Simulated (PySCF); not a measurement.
Charge on either side of a bond

C₃H₈N₂.
SMILES with atom numbers: `[CH3:1][C:2]([CH3:3])=[N:4][NH2:5]` (hydrogens: H6, H7, H8 on C1; H9, H10, H11 on C3; H12, H13 on N5)

Cartesian coordinates in Å at the GFN2-xTB level; atoms count from 1:
```
atom  x, y, z in Å
C1    -0.9978    1.4331   -0.2534
C2    -0.0806    0.2628   -0.0913
C3    -0.6984   -1.0409    0.3526
N4     1.1486    0.4471   -0.3409
N5     2.0523   -0.5669   -0.3088
H6    -1.7668    1.2063   -0.9913
H7    -1.4933    1.6580    0.6906
H8    -0.4334    2.3013   -0.5791
H9    -1.7525   -0.9065    0.5750
H10   -0.5966   -1.7928   -0.4309
H11   -0.1998   -1.4203    1.2477
H12    1.8306   -1.3750    0.2682
H13    2.9834   -0.2058   -0.1560
```

Atomic charges (e) from the PBE0/pcSseg-1 density (PySCF):

```json
{"atom": "C1", "Mulliken": "-0.2002", "IAO": "-0.4280", "Hirshfeld": "-0.1261", "ESP-fitted": "-0.6782"}
{"atom": "C2", "Mulliken": "-0.1302", "IAO": "+0.1127", "Hirshfeld": "+0.0540", "ESP-fitted": "+0.6893"}
{"atom": "C3", "Mulliken": "-0.2487", "IAO": "-0.4654", "Hirshfeld": "-0.1237", "ESP-fitted": "-0.6536"}
{"atom": "N4", "Mulliken": "-0.2868", "IAO": "-0.1972", "Hirshfeld": "-0.1291", "ESP-fitted": "-0.4159"}
{"atom": "N5", "Mulliken": "-0.2426", "IAO": "-0.4270", "Hirshfeld": "-0.1694", "ESP-fitted": "-0.6217"}
{"atom": "H6", "Mulliken": "+0.1198", "IAO": "+0.1428", "Hirshfeld": "+0.0421", "ESP-fitted": "+0.1777"}
{"atom": "H7", "Mulliken": "+0.1178", "IAO": "+0.1416", "Hirshfeld": "+0.0409", "ESP-fitted": "+0.1640"}
{"atom": "H8", "Mulliken": "+0.1245", "IAO": "+0.1614", "Hirshfeld": "+0.0427", "ESP-fitted": "+0.1529"}
{"atom": "H9", "Mulliken": "+0.1243", "IAO": "+0.1539", "Hirshfeld": "+0.0494", "ESP-fitted": "+0.1663"}
{"atom": "H10", "Mulliken": "+0.1385", "IAO": "+0.1546", "Hirshfeld": "+0.0455", "ESP-fitted": "+0.1799"}
{"atom": "H11", "Mulliken": "+0.1247", "IAO": "+0.1439", "Hirshfeld": "+0.0418", "ESP-fitted": "+0.1637"}
{"atom": "H12", "Mulliken": "+0.1651", "IAO": "+0.2295", "Hirshfeld": "+0.1074", "ESP-fitted": "+0.3058"}
{"atom": "H13", "Mulliken": "+0.1937", "IAO": "+0.2774", "Hirshfeld": "+0.1246", "ESP-fitted": "+0.3699"}
```

Cut each of the bonds C1–C2, C3–C2, N4–C2 and N5–N4 in turn and sum the charges on the side of the atom named first.

In e; the other side holds the opposite charge:

| bond cut | piece | atoms | Mulliken | IAO | Hirshfeld | ESP-fitted |
| --- | --- | --- | --- | --- | --- | --- |
| C1–C2 | CH3 | 4 | +0.162 | +0.018 | 0.000 | -0.184 |
| C3–C2 | CH3 | 4 | +0.139 | -0.013 | +0.013 | -0.144 |
| N4–C2 | N2H2 | 4 | -0.171 | -0.117 | -0.066 | -0.362 |
| N5–N4 | NH2 | 3 | +0.116 | +0.080 | +0.063 | +0.054 |

Extremes among these pieces. Mulliken: lowest N2H2 at N4, highest CH3 at C1; IAO: lowest N2H2 at N4, highest NH2 at N5; Hirshfeld: lowest N2H2 at N4, highest NH2 at N5; ESP-fitted: lowest N2H2 at N4, highest NH2 at N5.

Do the schemes agree better on the pieces than on the single atoms at the cuts?

The spread between schemes averages 0.246 e for the pieces and 0.455 e for the atoms named first; it is smaller for the piece at 3 of the 4 cuts. On average they agree better on the pieces. The sign differs between schemes (beyond ±0.03 e) for CH3 at C1 and CH3 at C3.

The structure is a single GFN2-xTB conformer in the gas phase; no vibrational or solvent corrections.

The run behind these numbers computed NMR shieldings as well. Rough CPU time on one thread of a shared machine: about 25 s.
